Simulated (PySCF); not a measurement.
## Dipole moment and polarisability of trans-2,3-dimethylthiirane

Species: trans-2,3-dimethylthiirane, C4H8S.
Structure used (GFN2-xTB), in Å, numbered top down from 1:
```
atom  x, y, z in Å
C1     1.8585    0.4599    0.4692
C2     0.6534   -0.3983    0.2024
S3     0.3537   -0.9383   -1.5019
C4    -0.5697    0.1754   -0.4097
C5    -1.9361   -0.2560    0.0451
H6     1.7455    0.9593    1.4311
H7     1.9716    1.2122   -0.3082
H8     2.7613   -0.1464    0.4980
H9     0.5022   -1.1979    0.9220
H10   -0.5081    1.2119   -0.7288
H11   -1.9345   -1.3106    0.3114
H12   -2.6694   -0.0988   -0.7430
H13   -2.2328    0.3279    0.9160
```

Level: PBE0/def2-SVPD (PySCF), static field, nuclei fixed, core orbitals frozen in the response. The polarisability tensor in these axes (au):

```
x   73.60  0.53 -0.28
y    0.53 62.06  6.87
z   -0.28  6.87 69.36
```

Task: What are the eigenvalues, a third of the trace, and Δα (Δα² = ½Σ(αi − αj)² over the three pairs)?

Result: Principal values 57.91, 73.48 and 73.63 au; mean 68.34 au = 10.13 Å³ = 11.27 × 10⁻⁴⁰ C²·m²/J; Δα = 15.64 au (23 % of the mean).

Task: What is the dipole moment, and where does it point?

Result: (-0.42, 1.12, 1.89) D, 2.23 D in size, pointing from the negative to the positive side. Measured along this direction, the outermost atoms are S3 at the negative end and H6 and H13 at the positive end.

Task: Traceless (Buckingham) quadrupole moment about the centre of nuclear charge: eigenvalues?

Result: -3.01, -0.56, 3.57 D·Å. The values depend on the origin, since the dipole doesn't vanish. The electronic extent ⟨r²⟩ about the same centre is 572 bohr², a root-mean-square distance of 1.83 Å for the 48 electrons.

Task: How large is μ²/3kT at 400 K beside α?

Result: In Gaussian units μ²/3kT = 30.09 Å³ against 10.13 Å³, a ratio of 2.97; the Debye molar polarisation (4π/3)N_A(α + μ²/3kT) is 101.4 cm³/mol, leaving out the vibrational part.

Task: In TDDFT the mean static polarisability is Σ f/ω² over all singlet excitations (ω in hartree). How much of it do the 8 lowest give? Their energies (eV) and oscillator strengths: 4.91, 0.0000; 6.21, 0.0097; 6.28, 0.0483; 6.55, 0.0403; 6.83, 0.0009; 7.44, 0.0411; 7.59, 0.0468; 7.61, 0.0443.

Result: They add up to 3.52 au, 5.2 % of the 68.34 au; the largest single term is 0.91 au, from the state at 6.28 eV. Terms in order: 0.00, 0.19, 0.91, 0.70, 0.01, 0.55, 0.60, 0.57 au. Higher excitations give the rest. The strengths listed sum to 0.232.

Task: Rayleigh depolarisation ratio (linearly polarised light, static tensor)?

Result: ρ = 3Δα²/(45ᾱ² + 4Δα²) = 733.9/(210160 + 978.6) = 0.00348.

Geometry: GFN2-xTB; no solvent, vibrations or thermal averaging.

These values come from a run that also computed excited states. On one thread of an x86-64 server (shared host), this took 14 s wall.
